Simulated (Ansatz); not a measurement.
**NHS (triplet): from Hartree-Fock to the top rungs, cc-pVTZ**

Aim: climb from Hartree-Fock through coupled cluster and multireference methods for NHS (triplet) at one geometry and basis, and see what each rung misses.

Computed with Ansatz 0.2.0, Gaussian basis. Level: cc-pVTZ, core rule «outside noble gas», up to 6 orbitals frozen.

The runs, in order: UHF; CCSD(T) on ROHF; CCSD(T) on UHF; BCCD(T) on ROHF; CCSDT(Q) on ROHF; CCSDT(Q) on UHF; CASSCF and MRCISD+Q, 12 electrons in 9 orbitals; CASSCF and MRCISD+Q(relaxed), 12 electrons in 9 orbitals; CASSCF and NEVPT2, 12 electrons in 9 orbitals.

4 further runs of the same task are left out: 4 set aside as unsound or not needed.

## (1) What is computed

The geometry is a PBE0/def2-TZVP stationary point (not a proven minimum) of the parent state, kept for this charge and spin.

3 atoms, charge 0, spin multiplicity 3.

Atoms are counted from 1 here; the program's logs count them from 0.

Bond lengths: N1–S2 1.555 Å, N1–H3 1.028 Å. Angles: S2–N1–H3 109.6°.

## (2) UHF

Contents of in.yaml:

```yaml
crystal:
  periodic: [false, false, false]
  atoms:
    - {symbol: N, position_ang: [0.000000, -0.127563, 1.043850]}
    - {symbol: S, position_ang: [0.000000, 0.030547, -0.502691]}
    - {symbol: H, position_ang: [0.000000, 0.800886, 1.486090]}
basis:
  gaussian: {orbitals: cc-pVTZ}
magnetization: {spin_polarized: true, initial_magnetization: 2}
hamiltonian: {xc: hf}
output: {orbitals: {seedname: orbitals}}
```

Command:

```bash
$ ansatz run in.yaml --threads 1 --pin off --events-out ev --progress --plain --max-ram 4096MiB --backend cpu
```

The runs that follow: CCSD(T) on ROHF; CCSD(T) on UHF; BCCD(T) on ROHF; CCSDT(Q) on ROHF; CCSDT(Q) on UHF; CASSCF and MRCISD+Q, 12 electrons in 9 orbitals; CASSCF and MRCISD+Q(relaxed), 12 electrons in 9 orbitals; CASSCF and NEVPT2, 12 electrons in 9 orbitals.

**Question.** What will the summary of the whole plan be? Wanted: UCCSDT(Q) below the RHF energy; RMP2 from UCCSDT(Q); UMP2 from UCCSDT(Q); RCCSD from UCCSDT(Q); RCCSD(T) from UCCSDT(Q); UCCSD(T) from UCCSDT(Q); RCCSDT(Q) from UCCSDT(Q); NEVPT2 valence from UCCSDT(Q); MRCISD+Q valence from UCCSDT(Q).

As calculated:

| quantity | value |
| --- | --- |
| UCCSDT(Q) below the RHF energy | -10.8715 eV |
| RMP2 from UCCSDT(Q) | +111.9 kJ/mol |
| UMP2 from UCCSDT(Q) | +123.4 kJ/mol |
| RCCSD from UCCSDT(Q) | +54.0 kJ/mol |
| RCCSD(T) from UCCSDT(Q) | +5.9 kJ/mol |
| UCCSD(T) from UCCSDT(Q) | +6.0 kJ/mol |
| RCCSDT(Q) from UCCSDT(Q) | +0.3 kJ/mol |
| NEVPT2 valence from UCCSDT(Q) | +165.4 kJ/mol |
| MRCISD+Q valence from UCCSDT(Q) | +17.5 kJ/mol |
| MRCISD+Q(relaxed) valence from UCCSDT(Q) | +12.9 kJ/mol |
| levels within 1 kcal/mol (43 meV) | RCCSDT, UCCSDT, RCCSDT(Q) |
| T1 diagnostic | 0.046 |
| effectively unpaired electrons | 2.02 |

What this shows: RCCSD(T) misses by +5.9 kJ/mol, 0.6 % of the correlation energy. The occupations are near whole numbers, but T1 = 0.046 shows that the orbitals relax strongly. Of the multireference levels listed MRCISD+Q(relaxed) valence comes nearest in total energy (+12.9 kJ/mol), which doesn't show that its space is the better one. These misses are within one basis, not against nature; the frozen cores of restricted and unrestricted runs differ, which can shift their rows.
